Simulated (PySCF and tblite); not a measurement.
The numbers below are computed, except where a source is named.
C₃H₄S₃, numbered as in [S:1]=[C:2]1[CH2:3][S:4][CH2:5][S:6]1.

GFN2-xTB molecular dynamics (tblite; Langevin, friction 0.005 fs⁻¹, 1.5 fs steps, hydrogen mass 4 u): 100 + 8000 steps at each temperature, started from the lowest conformer, nuclei classical.

GIAO shieldings at HF/pcSseg-1 (PySCF) on 4 frames a temperature; like atoms are averaged, and of two unlike H on one atom a is the less shielded at the minimum.

Question: How far do thermal motions move the shieldings from their values at the minimum?

Answer: 
| signal | σ at minimum (ppm) | Δσ, 350 K |
| --- | --- | --- |
| S1 | -187.5 | -16.5 ± 16.9 |
| C2 | -88.0 | 5.3 ± 5.5 |
| C3 | 141.1 | -0.6 ± 1.5 |
| S4 | 516.5 | 7.2 ± 6.6 |
| C5 | 153.5 | 2.2 ± 4.3 |
| S6 | 280.2 | -4.8 ± 26.4 |
| H3 | 28.25 | 0.04 ± 0.27 |
| H5 | 28.10 | -0.71 ± 0.28 |

Errors are standard errors over frames. Zero-point motion is missing, and a reference compound would move too.

Question: What do the single frames at 350 K give for C2?

Answer: 
| t (fs) | V above the minimum, tight binding (kcal/mol) | E above it, DFT (kcal/mol) | torsions (°) | σ (ppm) |
| --- | --- | --- | --- | --- |
| 1650 | 6.8 | 11.6 | none | -90.7 |
| 4650 | 12.2 | 14.4 | none | -66.4 |
| 7650 | 6.2 | 8.3 | none | -85.9 |
| 10650 | 7.5 | 10.5 | none | -87.7 |

Changes within two standard errors are not significant.
